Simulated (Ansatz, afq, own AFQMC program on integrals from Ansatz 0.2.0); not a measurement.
# Where AFQMC and coupled cluster stand for CH₂Al, doublet

```csv
atom,x (Å),y (Å),z (Å)
Al,0.0000,0.0000,0.7050
C,0.0000,0.0000,-1.2658
H,0.0000,-0.8961,-1.8941
H,0.0000,0.8961,-1.8941
```

Connectivity, by distances: Al–CH2.

Basis cc-pVDZ. Only valence electrons are correlated. Ansatz 0.2.0 and our own AFQMC program on the same integrals; the CISD trial comes from CCSD amplitudes, and released means the phaseless constraint is let go. Free AFQMC starts from the CCSD state and is never constrained. Its projection time is finite, and what remains of the start isn't in its error. ± is one standard error of the sampling.

Determinant: UHF, the one that the program's search chose, which needn't be the lowest solution. The geometry is a point of a scan.

No full CI on the walks' own integrals is used here; CCSDT(Q) serves as the reference and is uncertain by about the last step of the cluster series.

Cautions: the determinant is a saddle point among determinants of its kind.

The T1 diagnostic is 0.0140 and the weight of the determinant in the CISD state is 0.878. The ⟨S²⟩ of the determinant is 0.760. The size of the correlated space is 9 electrons in 36 orbitals.

Reference: CCSDT(Q), correlation energy -5.477 eV. The released energy is read at 2.40 1/Eh (meV from the phaseless value at times in 1/Eh: 2 ± 11 at 0.24, 14 ± 9 at 0.51, 20 ± 10 at 0.99, 14 ± 10 at 1.62, 19 ± 12 at 2.40).

```json
{"level": "HF", "E − E(reference) (kJ/mol)": "528.5", "share of correlation (%)": "0.00"}
{"level": "MP2", "E − E(reference) (kJ/mol)": "103.6", "share of correlation (%)": "80.39"}
{"level": "CCSD", "E − E(reference) (kJ/mol)": "15.8", "share of correlation (%)": "97.00"}
{"level": "CCSD(T)", "E − E(reference) (kJ/mol)": "3.1", "share of correlation (%)": "99.42"}
{"level": "CCSDT", "E − E(reference) (kJ/mol)": "0.8", "share of correlation (%)": "99.85"}
{"level": "ph-AFQMC/HF", "E − E(reference) (kJ/mol)": "-2.3 ± 5.0", "share of correlation (%)": "100.44"}
{"level": "ph-AFQMC/CISD", "E − E(reference) (kJ/mol)": "0.6 ± 0.9", "share of correlation (%)": "99.89"}
{"level": "released AFQMC", "E − E(reference) (kJ/mol)": "2.4 ± 1.2", "share of correlation (%)": "99.55"}
{"level": "free AFQMC", "E − E(reference) (kJ/mol)": "0.2 ± 2.2", "share of correlation (%)": "99.96"}
```

Free projections are given only where their last times agree within the noise and don't stop above the reference; a slow remainder of the start can still hide under it. A walk keeps the symmetry of its determinant, which the program's search chose and which needn't be the lowest solution, so a lower state of the same spin and another symmetry isn't excluded. Released energies are given only where the last usable release times agree within the noise; a slower fall can still hide under it.
